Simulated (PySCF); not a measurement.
sulfur dioxide cation (O2S), SMILES O=S=O (connectivity only; charge and spin as stated), charge +1, multiplicity 2.

Geometry optimised at PBE0-D3(BJ)/def2-TZVP. The multiplicity is an assumed one; other spin states were not compared.

Level of theory: TDA-PBE/def2-TZVPD (PySCF).

Vertical excitations. The molecule is in vacuum.

Problem. List the lowest excited states. (Estimate from the structure and the level; the computed values follow.)

Solution. 
| state | energy (eV) | λ (nm) | f | main pairs |
|---|---|---|---|---|
| root 1 | 2.03 | 610 | 0.003 | β HOMO→LUMO 96 % |
| root 2 | 2.33 | 533 | 0.000 | β HOMO−1→LUMO 99 % |
| root 3 | 4.28 | 290 | 0.002 | α HOMO→LUMO 96 % |
| root 4 | 4.72 | 262 | 0.002 | α HOMO−2→LUMO 56 %, β HOMO−2→LUMO 25 %, β HOMO−1→LUMO+1 19 % |
| root 5 | 4.95 | 250 | 0.000 | α HOMO−1→LUMO 54 %, β HOMO→LUMO+1 45 % |
| root 6 | 4.95 | 250 | 0.011 | β HOMO−3→LUMO 97 % |
| root 7 | 5.08 | 244 | 0.010 | β HOMO−4→LUMO 95 % |
| root 8 | 5.09 | 243 | 0.008 | β HOMO−2→LUMO 59 %, β HOMO−1→LUMO+1 37 % |
| root 9 | 5.48 | 226 | 0.000 | α HOMO−1→LUMO 45 %, β HOMO→LUMO+1 55 % |
| root 10 | 7.29 | 170 | 0.002 | α HOMO−4→LUMO 53 %, β HOMO−4→LUMO+1 38 % |
Unrestricted roots are not spin-pure.
